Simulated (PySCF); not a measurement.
All numbers come from PBE0/[S def2-TZVP], no relativity, density fitting, PySCF.

```xyz
3
charge 0 multiplicity 1, angstrom
S     0.0000    0.0000   -0.6536
S     1.6328    0.0000    0.3268
S    -1.6328    0.0000    0.3268
```

S₃ (singlet), along the line from S1 (at 0) through S2 (at 1.905 Å).

**Question.** Tabulate the fields along this line at -0.67, -0.48, -0.29, -0.10, 0.19, 0.38, 0.57, 0.76, 0.95, 1.14, 1.33, 1.52, 1.71, 2.00, 2.19, 2.38, 2.57, 2.76, 2.95 Å.

**Answer.** 
| distance (Å) | electron density (e/Å³) | electron localisation function | electrostatic potential (V) |
| --- | --- | --- | --- |
| -0.67 | 1.05 | 0.429 | 39.5 |
| -0.48 | 2 | 0.0744 | 86.8 |
| -0.29 | 20.8 | 0.81 | 227 |
| -0.10 | 203 | 0.237 | 1420 |
| 0.19 | 72.7 | 0.84 | 469 |
| 0.38 | 5.6 | 0.305 | 135 |
| 0.57 | 1.61 | 0.228 | 58.8 |
| 0.76 | 1.42 | 0.797 | 29.5 |
| 0.95 | 1.32 | 0.826 | 21.3 |
| 1.14 | 1.34 | 0.715 | 29 |
| 1.33 | 1.5 | 0.17 | 57.7 |
| 1.52 | 5.56 | 0.324 | 133 |
| 1.71 | 72.4 | 0.838 | 467 |
| 2.00 | 202 | 0.235 | 1420 |
| 2.19 | 20.8 | 0.81 | 225 |
| 2.38 | 2 | 0.0775 | 85.1 |
| 2.57 | 1.05 | 0.505 | 38.1 |
| 2.76 | 0.648 | 0.809 | 17.7 |
| 2.95 | 0.343 | 0.788 | 8.51 |

On a grid of 0.10 Å the density has a local minimum along the bond near 0.95 Å from S, at 1.32 e/Å³, where the ELF is 0.83.
